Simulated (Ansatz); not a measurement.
```yaml
crystal:
  periodic: [false, false, false]
  atoms:
    - {symbol: Al, position_ang: [-1.819477, -0.315214, -0.002816]}
    - {symbol: Al, position_ang: [0.725707, 0.082364, 0.000847]}
    - {symbol: C, position_ang: [2.581278, 0.407628, 0.003743]}
    - {symbol: H, position_ang: [-1.479588, 1.375804, 0.008096]}
basis:
  gaussian: {orbitals: def2-TZVP}
magnetization: {spin_polarized: true, initial_magnetization: 3}
hamiltonian: {xc: pbe0}
relax: {f_tol: 0.004, max_steps: 80}
```

```sh
$ ansatz run in.yaml --threads 1 --pin off --events-out ev --progress --plain --max-ram 2176MiB
```

Steps of the relaxation (energy above the last step; positions in Å, forces in eV/Å):

```
4
step 1, 257.1 meV
Al   -1.819   -0.315   -0.003   -0.507    0.114    0.000
Al    0.726    0.082    0.001   -0.545   -0.024    0.000
C     2.581    0.408    0.004    0.939    0.183    0.002
H    -1.480    1.376    0.008    0.113   -0.273   -0.002
```

```
4
step 2, 193.0 meV
Al   -1.930   -0.317   -0.003   -0.025   -0.030    0.000
Al    0.706    0.135    0.001   -0.569   -0.259   -0.002
C     2.598    0.428    0.004    0.495    0.200    0.001
H    -1.366    1.304    0.008    0.099    0.089    0.001
```

```
4
step 3, 163.8 meV
Al   -1.969   -0.309   -0.003    0.006   -0.030    0.000
Al    0.680    0.106    0.001   -0.162   -0.204   -0.001
C     2.593    0.469    0.004    0.016    0.142    0.001
H    -1.296    1.284    0.008    0.140    0.093    0.001
```

```
4
step 11, 0.0 meV
Al   -2.070   -0.171   -0.002    0.002   -0.001    0.000
Al    0.585   -0.181   -0.001   -0.002    0.000    0.000
C     2.279    0.771    0.006    0.000    0.000    0.000
H    -0.787    1.133    0.007    0.000    0.002    0.000
```

Close pairs at the end: Al1–H4 1.829 Å, Al2–H4 1.900 Å, Al2–C3 1.943 Å, Al1–Al2 2.655 Å.

A stationary point of unrestricted PBE0 after 11 steps, with ⟨S²⟩ = 3.779 against 3.75 for a pure state; no frequencies were run, so it isn't proven a minimum. 61 s on 1 thread of Arm Neoverse V1, shared host.
